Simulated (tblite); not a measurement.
C5H12P (charge +1).
Z-matrix (Å and degrees, GFN2-xTB geometry), rows numbered from 1:
```
C 
P   1  1.8035
C   2  1.8030  1  110.55
C   2  1.7929  1  111.62  3   124.61
C   4  1.5086  2  117.81  1   152.35
C   5  1.4883  4   60.43  2  -107.58
H   1  1.0900  2  110.16  3    58.49
H   1  1.0913  2  109.18  3   -61.21
H   1  1.0903  2  109.90  3   179.17
H   2  1.3798  1  108.07  3  -118.21
H   3  1.0900  2  110.09  1   -59.36
H   3  1.0914  2  109.12  1    60.34
H   3  1.0901  2  109.94  1   179.87
H   4  1.0846  2  113.96  1   -61.77
H   5  1.0811  4  118.61  6   108.20
H   5  1.0786  4  117.46  6  -109.16
H   6  1.0785  4  117.51  5   109.17
H   6  1.0810  4  118.60  5  -108.18
```

Calculated harmonic vibrations of the isolated species, GFN2-xTB (tblite), most abundant isotopes, no scaling. This tight-binding method is rough: wavenumbers can miss measured ones by several per cent, in bad cases by 10 to 20. Modes of hydrogen on phosphorus can be 10 to 20 % off. One conformer, not necessarily the lowest.

Harmonic wavenumbers (cm⁻¹): 52.2, 132.0, 155.4, 161.6, 199.0, 209.9, 303.8, 323.1, 658.3, 709.9, 760.7, 780.5, 792.5, 807.8, 816.4, 860.0, 914.0, 932.1, 935.3, 957.0, 981.1, 1030.2, 1047.4, 1075.4, 1084.9, 1139.4, 1195.5, 1313.3, 1316.7, 1321.0, 1382.6, 1385.1, 1392.5, 1394.7, 1425.3, 1470.9, 2410.2, 2984.6, 2987.3, 2996.8, 2997.2, 3000.6, 3003.4, 3021.8, 3076.6, 3081.3, 3113.2, 3122.7.

A = 4568, B = 2006, C = 1547 MHz; mass 103.068 u (most abundant isotopes); point group Cs, symmetry number 1.

Task: What is the zero-point energy?

Result: ½Σν̃ = 33607 cm⁻¹ = 96.09 kcal/mol.

Task: Entropy at 200 K, 1 bar (ideal gas, RRHO, classical rotation)?

Result: Translation 37.85, rotation 26.33, vibration 14.62: S = 78.8 cal/(mol K).

Task: And Cp and H(200 K) − H(0)?

Result: Cp = 24.17 cal/(mol K), of which vibrations give 16.22 (their classical limit is 48 R = 95.4); H(200 K) − H(0) = 3.24 kcal/mol without the zero-point energy, 1.65 from vibrations.

Task: What must be added to the electronic energy to get the Gibbs energy at 200 K and 1 bar?

Result: ZPE + [H(200 K) − H(0)] − T·S = 96.09 + 3.24 − 15.76 = 83.57 kcal/mol.

Task: Which modes carry the vibrational entropy at 200 K?

Result: 52.2 cm⁻¹: 3.95; 132.0 cm⁻¹: 2.16; 155.4 cm⁻¹: 1.87; 161.6 cm⁻¹: 1.80; 199.0 cm⁻¹: 1.44; 209.9 cm⁻¹: 1.35 cal/(mol K); the other 42 give 2.06 together.

Task: How do the functions run with temperature in this model?

Result: 
| T (K) | S (cal/(mol K)) | Cp (cal/(mol K)) | H − H(0) (kcal/mol) | G − H(0) (kcal/mol) | ln q(vib) |
| --- | --- | --- | --- | --- | --- |
| 50 | 55.0 | 11.6 | 0.46 | -2.29 | 0.30 |
| 100 | 64.8 | 16.9 | 1.18 | -5.30 | 1.15 |
| 298.15 | 90.1 | 33.2 | 6.04 | -20.82 | 5.24 |
| 373.15 | 98.3 | 40.4 | 8.80 | -27.88 | 6.81 |
| 500 | 111.7 | 51.1 | 14.63 | -41.21 | 9.51 |
| 750 | 135.4 | 65.8 | 29.38 | -72.17 | 14.84 |
| 1000 | 155.8 | 75.6 | 47.13 | -108.63 | 19.93 |

q(vib) and H(0) count from the zero-point level.

Hindered rotation and anharmonicity are outside this model. Other conformers, if any are populated, would add a mixing term that is left out.
